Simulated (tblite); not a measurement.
CH₂F (doublet state).
SMILES: `[CH2]F`

The geometry is computed with GFN2-xTB (gas phase). This method treats the open shell by occupation alone, without spin polarisation.

Masses are those of the commonest isotopes; rigid-rotor values at the optimised geometry. 

Question: What are A, B and C (cm⁻¹)?

Answer: Ia = 1.87, Ib = 16.18, Ic = 17.98 u·Å²; 505379 MHz·u·Å²/I gives 269710, 31231 and 28103 MHz, that is A = 8.99655, B = 1.04176, C = 0.93741 cm⁻¹.

Question: Classify the top.

Answer: A near-prolate asymmetric top: κ = (2 × 31231 − 269710 − 28103)/(269710 − 28103) = -0.97.

Question: What does the inertial defect say?

Answer: Not planar: Δ = Ic − Ia − Ib = -0.07 u·Å². For a rigid frame Δ = −2 Σ m c², so Σ m c² = 0.04 u·Å² lies off the ab plane: 0.03 from hydrogen and 0.01 from heavier atoms. The atom farthest from that plane is 0.12 Å away.

For this open shell read J as N, the rotation without spin; fine and hyperfine splittings come on top. Its GFN2-xTB frequencies are all real (lowest 333 cm⁻¹). No vibrational averaging or centrifugal distortion is included, and the geometry carries the error of its method.
